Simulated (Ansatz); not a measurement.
# A rate constant, worked out

An elementary step of C2H8Si, closed shell (C₂H₈Si (C[SiH2]C) → CH₄Si ([CH3][SiH]) + CH₄; Si–C, Si–H broken or loosened, C–H formed or tightened). The start structure is the reactant molecule, and the electronic barrier above it is 3.274 eV by CCSD(T) at an estimated basis limit (MP2 extrapolated from triple and quadruple zeta, plus CCSD(T) − MP2 in triple zeta). Program: Ansatz 0.2.0. Basis: def2-TZVPP and def2-QZVPP. Cores are frozen in the correlated methods. Extrapolation: Hartree–Fock as exp(−7.88 √X), correlation as X^−2.97. Harmonic wavenumbers at PBE0-D4/def2-TZVP (Ansatz 0.2.0), in cm⁻¹:

Start: 156, 173, 207, 461, 579, 637, 662, 734, 856, 877, 888, 921, 957, 1274, 1280, 1445, 1448, 1454, 1459, 2198, 2201, 3050, 3050, 3132, 3133, 3137, 3137.

Saddle: 1214i, 96, 144, 219, 448, 490, 628, 682, 739, 814, 817, 904, 1015, 1189, 1273, 1440, 1446, 1455, 1459, 2166, 2198, 3043, 3071, 3128, 3133, 3174, 3197.

Problem. Work out the transition-state-theory rate constant at 700 K from these numbers alone (harmonic vibrations; rotation, path degeneracy and anharmonicity left out), and the Wigner tunnelling factor. Use 1 cm⁻¹ = 1.2398 × 10⁻⁴ eV and k_B = 8.617 × 10⁻⁵ eV/K.

Solution. Zero-point energies, half the sums: start 39506/2 cm⁻¹ = 2.4491 eV; saddle, real modes only, 38368/2 cm⁻¹ = 2.3785 eV.
Barrier with zero-point energy: 3.274 + 2.3785 − 2.4491 = 3.2034 eV.
k_BT = 0.06032 eV, so the barrier is 53.11 k_BT.
Vibrational partition functions from the zero-point level, ln q = −Σ ln(1 − exp(−hν/k_BT)): start 6.523, saddle 7.034.
k = (k_BT/h) exp(ln q‡ − ln q) exp(−E0/k_BT), with log₁₀(k_BT/h in s⁻¹) = 13.16: log₁₀ k = 13.16 + (0.511 − 53.11)/2.3026 = -9.68, so k ≈ 2 × 10^(-10) s⁻¹.
Wigner factor: 1 + (hν‡/k_BT)²/24 = 1 + (2.50)²/24 = 1.26. A change of 1 kcal/mol (0.043 eV) in the barrier would change k by a factor of 2.1 at this temperature.

The T1 diagnostic stays at or below 0.014. The restricted Hartree–Fock reference is unstable towards an unrestricted one at one or more of these structures.

Losses and insertions of silylenes and their heavier kin drive the gas-phase chemistry of silicon and germanium vapour deposition.

Labels in which every atom is bracketed show which atoms are joined, not bond orders.

For scale, one of the runs: CCSD(T)/def2-TZVPP, 216 basis functions, launched by `ansatz run in.yaml --threads 2 --pin off --events-out ev --progress --plain --max-ram 4352MiB`. Time: 64 s of wall clock on 2 CPU threads of an Arm Neoverse V2; the host was shared. Peak host memory: 3.1 GiB.
